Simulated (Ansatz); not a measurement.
Compare A (`CCC1=NC1`) with its isomer B (`CCCC#N`).

Program: Ansatz. Geometries: PBE0-D4/def2-TZVP. ΔE: electronic, gas phase. CBS: MP2 limit from def2 TZ/QZ plus the TZ coupled-cluster correction, frozen cores. Functionals use def2-TZVPP. Each species was taken in one conformer, which may not be the lowest.

A:

Z-matrix (Å, degrees):
```
C
C 1 1.524
H 1 1.091 2 110.4
H 1 1.092 2 111.0 3 -119.9
H 1 1.092 2 111.0 3 119.9
C 2 1.471 1 111.9 3 177.8
H 2 1.093 1 111.4 3 -60.3
H 2 1.096 1 109.6 3 58.4
C 6 1.446 2 149.7 1 -54.4
N 6 1.247 2 141.7 1 123.9
H 9 1.087 6 120.8 2 78.9
H 9 1.087 6 120.8 2 -81.0
```

B:

```xyz
12

C    -0.179   -1.253    0.987
C    -0.045    0.197    0.565
C     0.117    0.329   -0.950
C     0.248    1.711   -1.381
N     0.349    2.811   -1.699
H    -0.294   -1.336    2.070
H     0.702   -1.834    0.702
H    -1.051   -1.723    0.524
H    -0.922    0.768    0.879
H     0.817    0.659    1.055
H     1.002   -0.220   -1.288
H    -0.743   -0.110   -1.465
```

Q: Which isomer does CCSD(T)/CBS put lower? Give the gap. (An estimate is asked.)

A: Computed: B, by 39.8 kcal/mol.

Q: Give E(B) − E(A) in kcal/mol with PBE-D4, r2SCAN-D4, PBE0-D4, HF/def2-TZVPP, LDA (SPW92), CCSD(T)/def2-TZVPP, B2PLYP. (An estimate is asked.)

A: Ansatz gave: PBE-D4 -33.7, r2SCAN-D4 -36.2, PBE0-D4 -34.7, HF/def2-TZVPP -45.6, LDA (SPW92) -31.1, CCSD(T)/def2-TZVPP -40.5, B2PLYP -40.6. None reverses the order clearly.

Q: Does the order hold for the free energy at 298.15 K (harmonic terms from PBE0-D4)? (Best estimate.)

A: Computed: Yes: G(B) − G(A) = -39.5 kcal/mol, for one conformer each.

Largest T1 diagnostic: 0.011.

From PBE to PBE0 (25 % exact exchange), in def2-TZVPP and without D4, E(B) − E(A) moves by −1.0 kcal/mol. In def2-TZVPP, CCSD(T) changes the Hartree–Fock value by +5.1 kcal/mol (the triples alone add +0.9 kcal/mol) and MP2 by +4.8 kcal/mol.
